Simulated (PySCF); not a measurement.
## Multinuclear NMR of C$_{5}$H$_{8}$O

Geometry:
| atom | x (Å) | y (Å) | z (Å) |
| --- | --- | --- | --- |
| C1 | -1.820 | -0.302 | 0.184 |
| C2 | -0.515 | -0.107 | 0.963 |
| C3 | 0.216 | 1.135 | 0.538 |
| C4 | 1.373 | 0.808 | -0.009 |
| C5 | 1.540 | -0.679 | 0.027 |
| O6 | 0.401 | -1.170 | 0.712 |
| H7 | -1.619 | -0.293 | -0.885 |
| H8 | -2.261 | -1.259 | 0.447 |
| H9 | -2.520 | 0.494 | 0.424 |
| H10 | -0.740 | -0.100 | 2.040 |
| H11 | -0.207 | 2.113 | 0.664 |
| H12 | 2.119 | 1.455 | -0.431 |
| H13 | 1.590 | -1.108 | -0.986 |
| H14 | 2.443 | -0.986 | 0.571 |

One computed conformer, gas phase, one averaged value for each set of equivalent atoms, non-relativistic. Coordinates at the GFN2-xTB level; shieldings: GIAO PBE0/pcSseg-1; PySCF 2.14.0 with density-fitted response routines.

Task: Where does ¹⁷O resonate?

Result: 
| atoms | environment | σ (ppm) | δ (ppm) |
| --- | --- | --- | --- |
| O6 | ether oxygen | 281.8 | 10.0 |

Shieldings were converted by a linear fit to measured shifts: ¹⁷O (scatter 10.7 ppm rms, 12.2 ppm with the 3 outliers that the fit left out vs liquid water, solution or neat liquid). Occasional misses reach two or three times the rms, and more in compound classes unlike the fitted ones.

On a 300 MHz spectrometer ¹⁷O resonates near 40.7 MHz, so 1 ppm is 40.7 Hz.
